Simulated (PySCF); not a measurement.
## Electron affinity of O by level of theory

O⁻ [He] 2s2 2p5 (2P) → O [He] 2s2 2p4 (3P), as a difference of total energies. Calculation: PySCF 2.14, in dyall-av2z (11s7p2d, 42 functions); the non-relativistic Hamiltonian (point nucleus). Correlated levels: valence: 1s2 frozen; virtual orbitals above 40 to 60 times the deepest correlated orbital energy dropped. The calculations carry no spin-orbit coupling.

```csv
method,electron affinity (eV)
UHF,-0.564
MP2 (valence),1.280
SCS-MP2 (valence),1.227
CCSD (valence),1.064
CCSD(T) (valence),1.197
CCSDT (valence),1.207
```

Errors of the correlated levels include the incompleteness of this basis and the frozen core.

A negative affinity means that the anion lies above the atom at that level of theory.

Problem. Which method comes closest to the reference value, and which is furthest?

Solution. The reference is 1.461 eV (measured; photodetachment measurements, as compiled on the Wikipedia data page of electron affinities). Closest: MP2 (valence) (error -0.181 eV); furthest: UHF (error -2.025 eV).
